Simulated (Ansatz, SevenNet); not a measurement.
For 1T (CdI2-type) SnSe2, the machine-learned potential SevenNet-0 (trained on PBE and PBE+U data) gives:

```
Item                              Result
------------------------------  --------
lattice constant a               3.882 Å
lattice parameter c              7.625 Å
elastic constant C11            51.6 GPa
elastic constant C44            0.44 GPa
Voigt–Reuss–Hill shear modulus  5.01 GPa
```

Q: What does r²SCAN+rVV10 in Ansatz (plane waves, PAW) give for the same quantities?

A: 
- lattice constant a: 3.825 Å (drops by 1.5 %)
- lattice parameter c: 6.233 Å (drops by 18 %)
- elastic constant C11: 111 GPa (grows by 120 %)
- elastic constant C44: 9.08 GPa (rises by 2000 %)
- Voigt–Reuss–Hill shear modulus: 19.8 GPa (rises by 300 %)

For comparison: lattice parameter c 6.14 Å (measured, temperature not stated, no zero-point or thermal correction; as tabulated in Gonzalez and Oleynik (2016), arXiv:1609.04381).

Changes are worked out from the printed values.

Unless a cell is named, each level is at its own relaxed cell (SevenNet-0 33.18, r²SCAN+rVV10 26.33 Å³/atom).

Caveats: the cell moved over 20 % in volume from its start (SevenNet-0). Ansatz's density-functional and Hartree–Fock values are scalar-relativistic unless marked +SOC, with PAW data made under PBE.

Ansatz is a program for electronic structure.
